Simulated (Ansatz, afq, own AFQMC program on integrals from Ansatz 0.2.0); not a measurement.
Al2H2, singlet in cc-pVDZ, levels against CCSDT(Q)

```yaml
atoms:
  - { symbol: Al, position_ang: [0.0000, 0.0925, 1.2647] }
  - { symbol: Al, position_ang: [0.0000, -0.0193, -1.3669] }
  - { symbol: H, position_ang: [0.0000, -0.6882, 2.6804] }
  - { symbol: H, position_ang: [0.0000, -1.2711, 0.0548] }
```

Connectivity, by distances: AlH–Al, 1 bridging H.

Basis cc-pVDZ. Only valence electrons are correlated. Ansatz 0.2.0 and our own AFQMC program on the same integrals; the CISD trial comes from CCSD amplitudes, and released means the phaseless constraint is let go. Free AFQMC starts from the CCSD state and is never constrained. Its projection time is finite, and what remains of the start isn't in its error. ± is one standard error of the sampling.

Determinant: RHF, the one that the program's search chose, which needn't be the lowest solution. The geometry is a point of a scan.

No full CI on the walks' own integrals is used here; CCSDT(Q) serves as the reference and is uncertain by about the last step of the cluster series.

Cautions: higher spins were not checked; restricted determinant unstable towards unrestricted (UHF 84 meV lower, ⟨S²⟩ 0.51); the ph-AFQMC/HF walk drifts between its halves (2.7 errors).

* T1 diagnostic: 0.0169
* weight of the determinant in the CISD state: 0.852
* size of the correlated space: 8 electrons in 36 orbitals

```csv
level,correlation energy (eV)
MP2,-3.1956
CCSD,-4.2257
CCSD(T),-4.3605
```

Question: Estimate where phaseless AFQMC with a CISD trial lies against CCSD(T) on the same integrals.

Answer: 41.6 ± 8.1 meV below CCSD(T).

Reference: CCSDT(Q), correlation energy -4.405 eV. The released energy is read at 2.40 1/Eh (meV from the phaseless value at times in 1/Eh: -12 ± 14 at 0.24, -13 ± 15 at 0.51, 7 ± 12 at 0.99, -20 ± 12 at 1.62, -20 ± 11 at 2.40).

```json
{"level": "CCSD(T)", "E − E(reference) (meV)": "44.2", "share of correlation (%)": "99.00"}
{"level": "CCSDT", "E − E(reference) (meV)": "8.7", "share of correlation (%)": "99.80"}
{"level": "ph-AFQMC/HF", "E − E(reference) (meV)": "-18.3 ± 49.9", "share of correlation (%)": "100.42"}
{"level": "ph-AFQMC/CISD", "E − E(reference) (meV)": "2.6 ± 8.1", "share of correlation (%)": "99.94"}
{"level": "released AFQMC", "E − E(reference) (meV)": "-17.5 ± 10.6", "share of correlation (%)": "100.40"}
{"level": "free AFQMC", "E − E(reference) (meV)": "-22.1 ± 12.6", "share of correlation (%)": "100.50"}
```

Free projections are given only where their last times agree within the noise and don't stop above the reference; a slow remainder of the start can still hide under it. A walk keeps the symmetry of its determinant, which the program's search chose and which needn't be the lowest solution, so a lower state of the same spin and another symmetry isn't excluded. Released energies are given only where the last usable release times agree within the noise; a slower fall can still hide under it.
